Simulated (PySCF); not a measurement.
fluoromethane (CH3F), SMILES FC.

Geometry: r2SCAN-D4/def2-TZVP.

Calculation: PySCF with B3LYP/def2-TZVPD.

Symmetry labels are those of the subgroup Cs that the program uses (full group C3v).

Computed valence orbital energies around the gap with their symmetry:
```csv
orbital,symmetry,energy (eV)
HOMO−7,A',-278.84
HOMO−6,A',-32.51
HOMO−5,A',-19.22
HOMO−4,A',-13.47
HOMO−3,A",-13.30
HOMO−2,A',-13.30
HOMO−1,A',-9.66
HOMO,A",-9.66
LUMO,A',0.19
LUMO+1,A',0.97
LUMO+2,A',1.83
LUMO+3,A",1.83
```
